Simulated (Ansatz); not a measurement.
Basis-set limit of CHN, quintet

```csv
atom,x (Å),y (Å),z (Å)
N,0.0000,-0.1237,0.5266
C,0.0000,0.0813,-0.7051
H,0.0000,0.7504,1.0848
```

Connectivity, by distances: NH–C.

Ansatz 0.2.0, UHF determinant, valence electrons correlated. Energies in eV.

| set | X | functions | Hartree–Fock | MP2 correlation | CCSD(T) correlation | time |
| --- | --- | --- | --- | --- | --- | --- |
| def2-TZVPP | 3 | 76 | -2520.7932 | -6.2064 | -7.0936 | 18 s on 1 × NVIDIA H100 80GB HBM3 with 1 thread of AMD EPYC 7R13 Processor (Zen 3), on a shared host |
| def2-QZVPP | 4 | 144 | -2520.9102 | -6.7282 | -7.5779 | 20 s on 1 × NVIDIA H100 80GB HBM3 with 1 thread of AMD EPYC 7R13 Processor (Zen 3), on a shared host |

Hartree–Fock is taken to follow E(X) = E∞ + A·exp(−7.88·√X), correlation E(X) = E∞ + B·X^−2.97.

Cautions: another spin lies lower.

**Question.** Work out the CCSD(T) energy at the limit, and how far the shortcut misses it that extrapolates MP2 and adds CCSD(T) minus MP2 from the smaller set.

**Answer.** Hartree–Fock: E∞ = E4 + 0.1377·(E4 − E3) = -2520.9263. Correlation: E∞ = E4 + 0.7407·(E4 − E3) = -7.9366 for CCSD(T) and -7.1148 for MP2. The limit is -2528.8629 eV, 0.375 eV below def2-QZVPP. The shortcut gives a correlation energy of -7.1148 + (-0.8872) = -8.0020, 65 meV lower than the direct value.
